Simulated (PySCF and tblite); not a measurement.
Values are calculated unless marked as measured or tabulated.
C₃H₄F₂O, numbered as in [F:1][C@H:2]1[CH2:3][O:4][C@@H:5]1[F:6].

First level. Conformers came from 45 starts (ETKDG and KDG, MMFF94s, GFN2-xTB); geometries are PBE0-D3(BJ)/def2-SVP. Energies: B3LYP-D3(BJ)/def2-TZVP (IEF-PCM, chloroform), with GFN2-xTB thermal terms (modes under about 100 cm⁻¹ blended into free rotors). Symmetry numbers and mirror images are counted. Conformers within 2.5 kcal/mol (GFN2-xTB free energy) were kept, 4 at most. GIAO shieldings: wB97X-D/pcSseg-1 (IEF-PCM, chloroform). Shifts are against TMS (¹H), TMS (¹³C), CFCl3 (¹⁹F) at the same level; of two unlike H on one atom, a is the less shielded. Programs: PySCF with density fitting and tblite.

It gives, at 298.15 K, with 1 conformer (largest weight 100 %): ¹H: 6.03 (H5, 1H), 5.20 (H2, 1H), 4.75 (H3a, 1H), 4.56 (H3b, 1H) ppm. ¹³C: 118.4 (C5), 92.6 (C2), 72.7 (C3) ppm. ¹⁹F: -123.7 (F6), -202.4 (F1) ppm.

Second level: PBE0-D3(BJ)/def2-SVP geometries, energies PBE0-D3(BJ)/6-31G*, fitting basis def2-universal-jkfit, shieldings PBE0/6-31G*, fitting basis def2-universal-jkfit, on up to 4 of the same conformers.

Question: How do the averaged shifts change?

Answer: 
```tsv
signal	first	second	change (ppm)
H2	5.20	5.04	-0.16
H3a	4.75	4.44	-0.31
H3b	4.56	4.23	-0.34
H5	6.03	5.89	-0.14
C2	92.6	85.3	-7.3
C3	72.7	66.3	-6.3
C5	118.4	110.2	-8.2
F1	-202.4	-198.4	3.9
F6	-123.7	-122.4	1.3
```

Unscaled ¹⁹F shifts at such levels can be off by tens of ppm; differences between conformers or isomers are more reliable. Shifts are unscaled: against experiment ¹³C can be off by 15 ppm or more and ¹H by 0.8 ppm.
